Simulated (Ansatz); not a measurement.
# Rock-salt TiC: polycrystal shear modulus by level of theory

No measured value is used here.

```
level (code)         value (GPa)  cell (Å³/atom)
-------------------  -----------  --------------
LDA (Ansatz)                 196            9.67
BLYP (Ansatz)                166           10.50
PBE (Ansatz)                 179           10.17
PBEsol (Ansatz)              189            9.89
revPBE (Ansatz)              174           10.31
PBE-D3(BJ) (Ansatz)          192            9.88
r²SCAN (Ansatz)              194           10.13
HSE06 (Ansatz)               205            9.97
```

PBE-D3(BJ): the dispersion coefficients are held fixed in the derivatives. HSE06: hybrids on metals are sensitive to the k mesh. HSE06: the run warned that the count of filled bands differs between k points. Each level is taken at its own relaxed cell. Cutoffs and k meshes differ between the levels. Ansatz's density-functional and Hartree–Fock values are scalar-relativistic unless marked +SOC, with PAW data made under PBE.

Ansatz is a first-principles code.
